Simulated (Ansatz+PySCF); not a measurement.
Values are calculated unless marked as measured or tabulated.
**Several solutions for singlet CH₂O**

```yaml
atoms:
  - { symbol: C, position_ang: [0.0000, 0.0000, -0.5228] }
  - { symbol: O, position_ang: [0.0000, 0.0000, 0.6733] }
  - { symbol: H, position_ang: [0.0000, -0.9444, -1.1247] }
  - { symbol: H, position_ang: [0.0000, 0.9444, -1.1247] }
```

Basis set: def2-SVP (spherical functions). Charge 0, multiplicity 1.

CASSCF(2,2) was run from several starts with Ansatz (development build ahead of 0.2.0) and PySCF 2.14.0. The starts are those of the Hartree–Fock orbitals from which the active space was taken at the frontier.

```csv
run,program,start,converged,energy (hartree),<S²>
A,Ansatz,stability test followed,yes,-113.79521,0.00
B,Ansatz,search for the lowest state,yes,-113.81399,0.00
C,Ansatz,"atomic start, no search",yes,-113.79521,0.00
D,PySCF,program defaults,yes,-113.79521,0.00
```

Which runs reached the lowest solution of this kind, and what is wrong with the others?

B reached the lowest solution found. Converged but too high: A by 0.51 eV, C by 0.51 eV, D by 0.51 eV. Convergence only shows a stationary point; in CASSCF the end hangs on which orbitals enter the active space. Caution: other starts end on other solutions of this active space.
